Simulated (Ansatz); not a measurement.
Task: a composite energy at a relaxed geometry of C₂H₃N, SMILES C#CN, with Ansatz 0.2.0 through its Python package. Give the script and its output. Level of theory (for the species named): B3LYP, def2-SVP basis, multiplicity 1, D4 dispersion.

```xyz
6

C    -1.1828   -0.5243   -0.7090
C    -0.2423   -0.2101   -0.1077
N     0.9370    0.1242    0.6270
H    -2.0385   -0.7175   -1.2675
H     1.7438    0.4321    0.0396
H     0.8248    0.8316    1.3714
```

`composite.py`:
```python
"""Relax C2H3N cheaply, then refine its energy."""

import itertools

import ansatz as az
from ase.data import atomic_numbers, covalent_radii
import numpy as np

molecule = (
    az.Crystal.molecule()
    .atom("C", [-1.1828, -0.5243, -0.709])
    .atom("C", [-0.2423, -0.2101, -0.1077])
    .atom("N", [0.937, 0.1242, 0.627])
    .atom("H", [-2.0385, -0.7175, -1.2675])
    .atom("H", [1.7438, 0.4321, 0.0396])
    .atom("H", [0.8248, 0.8316, 1.3714])
)

calc = molecule.calculation()
calc = calc.basis(gaussian="def2-SVP").functional("B3LYP", dispersion="d4")
symbols = [site.symbol for site in molecule.cartesian_sites]
start = np.array([site.position_ang for site in molecule.cartesian_sites], dtype=float)
report = calc.relax(force_tolerance=0.01).run().report
end = np.array(report["positions_ang"])
# pairs closer than 1.2 times the sum of covalent radii, before or after
radius = [covalent_radii[atomic_numbers[s]] for s in symbols]
span = lambda where, i, j: np.linalg.norm(where[i] - where[j])
bonded = [(i, j) for i, j in itertools.combinations(range(len(symbols)), 2) if min(span(start, i, j), span(end, i, j)) < 1.2 * (radius[i] + radius[j])]
print("pair        before    after (A)")
for i, j in bonded:
    print(f"{symbols[i]}{i}-{symbols[j]}{j}".ljust(10), f"{span(start, i, j):8.4f} {span(end, i, j):8.4f}")

minimum = az.Crystal.molecule()
for symbol, place in zip(symbols, end):
    minimum = minimum.atom(symbol, place.tolist())
at_minimum = minimum.calculation()
# MP2 extrapolated to the basis limit, plus the small-basis difference CCSD(T) - MP2
level = lambda method, basis: at_minimum.basis(gaussian=basis).correlation(method).run().report
small, large, cluster = level("mp2", "cc-pVDZ"), level("mp2", "cc-pVTZ"), level("ccsd_t", "cc-pVDZ")
corr = lambda each: (each["free_energy_ev"] - each["reference_energy_ev"]) / 27.211386246
mp2_limit = (27 * corr(large) - 8 * corr(small)) / 19
pieces = {"HF / cc-pVTZ": large["reference_energy_ev"] / 27.211386246, "MP2 correlation, DZ-TZ limit": mp2_limit, "CCSD(T) - MP2 / cc-pVDZ": corr(cluster) - corr(small)}
for name, value in pieces.items():
    print(f"{name:32s} {value:14.6f} Ha")
print(f"{'sum':32s} {sum(pieces.values()):14.6f} Ha")
print("T1 diagnostic", round(cluster["correlation"]["coupled_cluster"]["t1_diagnostic"], 4))
```

Output of `python composite.py`:
```text
pair        before    after (A)
C0-C1        1.1597   1.2142
C0-H3        1.0399   1.0719
C1-N2        1.4291   1.3501
N2-H4        1.0444   1.0170
N2-H5        1.0330   1.0170
HF / cc-pVTZ                        -131.900038 Ha
MP2 correlation, DZ-TZ limit          -0.558835 Ha
CCSD(T) - MP2 / cc-pVDZ               -0.038263 Ha
sum                                 -132.497136 Ha
T1 diagnostic 0.0124
```

Total energies depend on the basis set; only differences at equal settings carry meaning. The sum leaves out core correlation, relativity, the Hartree-Fock basis error and zero-point energy; a DZ-TZ extrapolation is rough. b3lyp holds the VWN-RPA fit, as in Gaussian; the form of ORCA and Turbomole is b3lyp5. Inner cores stay frozen, so this is valence correlation. An extrapolation from small basis sets is rough. Hardware and time: 9.1 s on 1 thread of Arm Neoverse V2, on a shared host, peak memory 0.25 GiB.

(A comment or docstring line of the script was reworded after the run, the code is as it ran.)
